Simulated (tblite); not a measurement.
Species: C4H5S (doublet state).
Atom-mapped SMILES: `[CH3:1][C:2]#[C:3][CH2:4][S:5]` (hydrogens: H6, H7, H8 on C1; H9, H10 on C4)
Bond orders are those of one Lewis drawing.

Computed with GFN2-xTB (tblite), gas phase: L-BFGS steps from a force-field or distance-geometry start until the largest atomic force falls under 0.01 eV/Å.

Step 2: E = -387.7651 eV
```
atom  x, y, z in Å  |  force x, y, z in eV/Å
C1     -2.0657    0.2297   -0.1569    0.262   0.141  -0.031
C2     -0.6190    0.0521   -0.2291    0.029  -0.106  -0.074
C3      0.5744   -0.1165   -0.2568   -0.453  -0.217  -0.134
C4      2.0070   -0.3367   -0.3160   -0.407   0.129  -0.037
S5      2.8157    0.9518    0.6679    0.169   0.088  -0.111
H6     -2.5809   -0.7238   -0.0492    0.172  -0.128   0.030
H7     -2.2768    0.8279    0.7363   -0.110   0.045  -0.285
H8     -2.4659    0.7068   -1.0664    0.307   0.007   0.410
H9      2.2796   -1.2837    0.1628   -0.055   0.022  -0.218
H10     2.3405   -0.3029   -1.3680    0.088   0.017   0.451
```

Step 3: E = -387.7816 eV
```
atom  x, y, z in Å  |  force x, y, z in eV/Å
C1     -2.0617    0.2302   -0.1567    0.103   0.031   0.030
C2     -0.6215    0.0509   -0.2304    0.074  -0.095  -0.061
C3      0.5702   -0.1204   -0.2591   -0.380  -0.200  -0.126
C4      1.9993   -0.3362   -0.3161   -0.247   0.152   0.064
S5      2.8189    0.9538    0.6665    0.114   0.033  -0.138
H6     -2.5774   -0.7245   -0.0489    0.172  -0.098   0.025
H7     -2.2786    0.8287    0.7314   -0.098   0.078  -0.188
H8     -2.4609    0.7072   -1.0599    0.241   0.062   0.247
H9      2.2785   -1.2823    0.1586   -0.066   0.000  -0.171
H10     2.3421   -0.3026   -1.3608    0.086   0.037   0.319
```

Q: Estimate the geometry and energy of step 4. (The exact step hangs on the optimiser's Hessian estimate; all steps are aligned on step 3, rigid shifts and turns removed.)

A: E = -387.8041 eV, largest force 0.255 eV/Å
```
atom  x, y, z in Å  |  force x, y, z in eV/Å
C1     -2.0542    0.2280   -0.1538   -0.165  -0.043   0.079
C2     -0.6277    0.0469   -0.2342   -0.002  -0.043   0.003
C3      0.5576   -0.1340   -0.2673   -0.038  -0.157  -0.086
C4      1.9795   -0.3320   -0.3121    0.155   0.127   0.157
S5      2.8274    0.9580    0.6595   -0.002  -0.047  -0.147
H6     -2.5651   -0.7268   -0.0479    0.075  -0.143   0.029
H7     -2.2846    0.8332    0.7184   -0.064   0.129   0.066
H8     -2.4458    0.7109   -1.0436    0.067   0.145  -0.116
H9      2.2741   -1.2789    0.1459   -0.085  -0.060  -0.022
H10     2.3476   -0.3006   -1.3403    0.059   0.091   0.037
```

The energy changes by -0.0225 eV. The first-order estimate −F·Δx gives -0.0405 eV and the mean of the old and new forces, exact on a quadratic surface, -0.0224 eV. The step makes an angle of 21° with the force vector and moves no atom by more than 0.023 Å.

What follows is the cost of the whole relaxation. Hardware: one thread of an Arm Neoverse V1, shared host with 32 logical CPUs at a one-minute load of 35. Cost: 0.1 s wall.
